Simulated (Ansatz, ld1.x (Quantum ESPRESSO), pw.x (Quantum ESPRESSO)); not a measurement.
Equation-of-state test of one ultrasoft potential (chromium (Cr))

* Element: Cr
* Generator: ld1.x (Quantum ESPRESSO) 7.5
* Type: ultrasoft
* Functional: PBE
* Relativity: scalar-relativistic
* Frozen core: [Ne]
* Valence charge: 14
* Reference configuration: 3s2 3p6 3d5 4s0.5 4p0 (charge +0.5)
* Partial waves: 3s (bound): rcut 1.50, rcutus 1.60 bohr; 4s (bound): rcut 1.50, rcutus 1.60 bohr; 3p (bound): rcut 1.35, rcutus 1.80 bohr; 4p (bound, empty): rcut 1.35, rcutus 1.80 bohr; 3d (bound): rcut 1.45, rcutus 1.75 bohr; 3d channel at -0.23 Ry: rcut 1.45, rcutus 1.75 bohr
* Local potential: all-electron potential smoothed inside 1.65 bohr (lloc = -2)
* Core correction: Bessel-smoothed model core inside 1.15 bohr
* Augmentation charge: PSQ, inside the norm-conserving radii

Crystal test: bcc Cr in pw.x 7.5, no spin, 16³ k-points, Fermi–Dirac smearing 0.01 Ry, cutoffs 70/560 Ry. The reference is all-electron LAPW (Ansatz 0.2.0) with the same functional, mesh and smearing; V0 and B0 come from Birch–Murnaghan fits to the pressures at five volumes. Errors are pseudo minus all-electron; Δ is the rms difference of the E(V) curves that follow from these fits, minima aligned, over ±6 % about the mean V0. Mesh and smearing are coarse, so the numbers serve the comparison and aren't converged zero-temperature values; the lattice is a test structure that the element need not adopt. Spin polarisation and strong correlation are left out, which matters for this element.

All-electron: a0 = 2.849 Å (V0 = 11.56 Å³/atom), B0 = 256.7 GPa.

Task: How far does the potential miss the all-electron equation of state?

Result: mean pressure error (GPa): +13.26. The pressure does not cross zero within the volumes sampled, so no fit is given. This is a poor potential for the solid. Atomic configuration tests: test run stopped at test 4 of 7 (negative rho).

```json
{"V (Å³/atom)": "10.998", "P all-electron (GPa)": "14.15", "P pseudo (GPa)": "28.88"}
{"V (Å³/atom)": "11.288", "P all-electron (GPa)": "6.38", "P pseudo (GPa)": "20.32"}
{"V (Å³/atom)": "11.577", "P all-electron (GPa)": "-0.44", "P pseudo (GPa)": "12.79"}
{"V (Å³/atom)": "11.866", "P all-electron (GPa)": "-6.41", "P pseudo (GPa)": "6.10"}
{"V (Å³/atom)": "12.156", "P all-electron (GPa)": "-11.64", "P pseudo (GPa)": "0.22"}
```

Task: At the middle volume, how do free energy and pressure move when the wave cutoff is lowered (ecutrho held at 560 Ry)?

Result:

```json
{"cutoff (Ry)": "32", "shift of F (meV/atom)": "+466.6", "shift of P (GPa)": "-31.25"}
{"cutoff (Ry)": "42", "shift of F (meV/atom)": "+55.5", "shift of P (GPa)": "-2.59"}
{"cutoff (Ry)": "56", "shift of F (meV/atom)": "+12.5", "shift of P (GPa)": "-0.63"}
```

The run at the middle volume (145 k-points, 16 iterations) took about 31 s on one core of a shared host (Neoverse-V2, 32 threads, 247 GiB, load 20).
